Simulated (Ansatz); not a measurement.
**CHN: taking an electron away**

An exercise on one series of results from a longer session: the logs are not shown, and one member is left open.

Program: Ansatz 0.2.0, Gaussian basis. Level of theory: unrestricted cation, the program's frozen cores in correlated methods. These are calculated values, not measurements.

The runs, in order: UKS PBE-D4/def2-TZVPP; UKS r2SCAN-D4/def2-TZVPP; UKS PBE0-D4/def2-TZVPP; UKS B3LYP-D4/def2-TZVPP; UKS wB97X-V/def2-TZVPP; UKS wB97M-V/def2-TZVPP; UKS B2PLYP/def2-TZVPP; UHF-CCSD(T)/def2-TZVPP; UHF-CCSD(T)/def2-QZVPP; extrapolation to the limit; then −ε(HOMO) from the neutral's earlier runs with LDA (SPW92), PBE-D4, revPBE-D4, BLYP-D4, r2SCAN-D4, B97M-V, PBE0-D4, B3LYP-D4, r2SCANh-D4, r2SCAN0-D4, HSE06-D4, BHLYP-D4, CAM-B3LYP-D4, LC-ωPBE, ωB97X-V, ωB97M-V.

### Structure used throughout

The geometry comes from an earlier relaxation with PBE0-D4 in a triple-zeta def2 set; it is a stationary point.

3 atoms, charge 0, spin multiplicity 1.

Atoms are counted from 1 here; the program's logs count them from 0.

Bond lengths: C1–N2 1.163 Å, N2–H3 0.997 Å. Angles: C1–N2–H3 180.0°.

Geometry (Å):

```
C    -0.6234    0.8835   -0.2415
N     0.0314   -0.0441    0.0122
H     0.5921   -0.8394    0.2293
```

Set-up of the first run:

Contents of in.yaml:

```yaml
crystal:
  periodic: [false, false, false]
  atoms:
    - {symbol: C, position_ang: [-0.623432, 0.883513, -0.241526]}
    - {symbol: N, position_ang: [0.031369, -0.044103, 0.012183]}
    - {symbol: H, position_ang: [0.592063, -0.839410, 0.229343]}
basis:
  gaussian: {orbitals: def2-TZVPP}
total_charge: 1
magnetization: {spin_polarized: true, initial_magnetization: 1}
hamiltonian: {xc: pbe, dispersion: d4}
```

Started as:

```console
ansatz run in.yaml --threads 2 --pin off --events-out ev --progress --plain --max-ram 22528MiB --backend cpu
```

Steps of the session up to this table: Cation, UKS PBE-D4/def2-TZVPP; Cation, UKS r2SCAN-D4/def2-TZVPP; Cation, UKS PBE0-D4/def2-TZVPP; Cation, UKS B3LYP-D4/def2-TZVPP; Cation, UKS wB97X-V/def2-TZVPP; Cation, UKS wB97M-V/def2-TZVPP; Cation, UKS B2PLYP (frozen core)/def2-TZVPP; Cation, UHF-CCSD(T)/def2-TZVPP; Cation, UHF-CCSD(T)/def2-QZVPP.

One table of the session follows, with a row left open; its other results are not shown here.

Orbital estimates, from the neutral's runs:

```
  functional  −ε(HOMO) (eV)
 LDA (SPW92)           7.55
      PBE-D4           7.52
   revPBE-D4           7.50
     BLYP-D4           7.46
   r2SCAN-D4           7.96
      B97M-V           8.17
     PBE0-D4           9.16
    B3LYP-D4           8.93
  r2SCANh-D4           8.55
  r2SCAN0-D4           9.45
    HSE06-D4           8.75
    BHLYP-D4              ?
CAM-B3LYP-D4          10.73
     LC-ωPBE          12.19
     ωB97X-V          11.82
     ωB97M-V          11.67
```

Q: Estimate the row for BHLYP-D4 from the others.

Worked estimate for «−ε(HOMO) (eV)». Against the share of exact exchange, BLYP-D4 (0, 7.46), B3LYP-D4 (0.2, 8.93) give a slope of 7.35 per unit share; at 0.5 the line stands at 11.13.

The run gave: −ε(HOMO) (eV): 10.77. In «−ε(HOMO) (eV)» the line misses by +0.36.
